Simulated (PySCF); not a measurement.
Compound: CH₆B₂.
Numbering: `[BH2:1][CH2:2][BH2:3]` (hydrogens: H4, H5 on B1; H6, H7 on C2; H8, H9 on B3)

Method used: PBE0-D3(BJ)/def2-SVP geometry optimisation, gas phase in PySCF 2.14.0.

Task: List the bond lengths and angles at this level.

Result: 
```json
{"bond": "B1–C2, C2–B3", "length (Å)": "1.555", "order": "single"}
{"bond": "B1–H4 and 3 like bonds", "length (Å)": "1.210", "order": "single"}
{"bond": "C2–H6", "length (Å)": "1.112", "order": "single"}
{"bond": "C2–H7", "length (Å)": "1.097", "order": "single"}
```

Bonds in one row agree within 0.01 Å and their mean is given. Orders are formal, as drawn. A selection of angles:
```json
{"angle": "C2–B1–H4", "degrees": "121.4"}
{"angle": "C2–B1–H5", "degrees": "119.9"}
{"angle": "H4–B1–H5", "degrees": "118.7"}
{"angle": "B1–C2–B3", "degrees": "108.2"}
{"angle": "B1–C2–H6", "degrees": "101.9"}
{"angle": "B1–C2–H7", "degrees": "115.0"}
{"angle": "B3–C2–H6", "degrees": "102.7"}
{"angle": "H6–C2–H7", "degrees": "112.3"}
```

B1 (three-coordinate boron) is planar (angles 121.4°, 119.9° and 118.7°, sum 360.0°, 0.00 Å off the plane of its three neighbours).

Point group: Cs (tolerance 0.08 Å). Stationary, but not proved a minimum. The numbers are those of one conformer (H–B1–C2–B3 119° and -61°, B1–C2–B3–H -117° and 62°).
